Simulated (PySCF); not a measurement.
PySCF input file for Na₂, SMILES [Na][Na], HF/pcSseg-2. Geometry optimised at B3LYP-D3(BJ)/def2-TZVPD.

```python
import numpy as np
from pyscf import gto, scf, dft
from pyscf.prop.nmr import rhf as nmr

mol = gto.M(
    atom='''
    Na    0.00000000    0.00000000   -1.52700296
    Na    0.00000000    0.00000000    1.52700296
    ''',
    basis='pcSseg-2',
    charge=0,
    spin=0,
    max_memory=1600,
    verbose=3,
)
mf = scf.RHF(mol)
mf.conv_tol = 1e-10
mf.max_cycle = 100
mf.kernel()
n = nmr.NMR(mf)
n.verbose = 2
n.max_cycle_cphf = 60
sigma = n.kernel()
print('atom   isotropic/ppm   span/ppm')
for i, s in enumerate(sigma):
    w = np.linalg.eigvalsh((s + s.T) / 2)
    print(f'{mol.atom_symbol(i):2s}{i + 1:3d} {w.mean():14.3f} {w[2] - w[0]:11.3f}')
```

Log of the run:

```
converged SCF energy = -323.707412465864
atom   isotropic/ppm   span/ppm
Na  1        604.654      40.150
Na  2        604.654      40.150
```

The run converged.
